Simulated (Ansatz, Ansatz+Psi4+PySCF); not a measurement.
```xyz
6

F     1.1578   -0.2231    0.0000
C    -0.0208    0.4330    0.0000
C    -1.1801   -0.1984    0.0000
H     0.1166    1.5081    0.0000
H    -2.0990    0.3714    0.0000
H    -1.2326   -1.2794    0.0000
```

Basis set: cc-pVTZ (spherical functions). Correlated methods keep 3 orbitals frozen. Charge 0, multiplicity 1.

Computed with Ansatz (development build ahead of 0.2.0); each method stands on the lowest determinant of its kind that the runs found. Restricted open shells among the atoms or ions are ROHF, correlated in semicanonical orbitals with singles.

**Question.** Give the atomization energy at this shape (free ground-state atoms in the same class of orbitals less the molecule, no zero-point energy) of singlet C₂H₃F by RHF-MP2, RHF.

**Answer.**

```
 method  atomization energy
RHF-MP2            24.69 eV
    RHF            18.49 eV
```
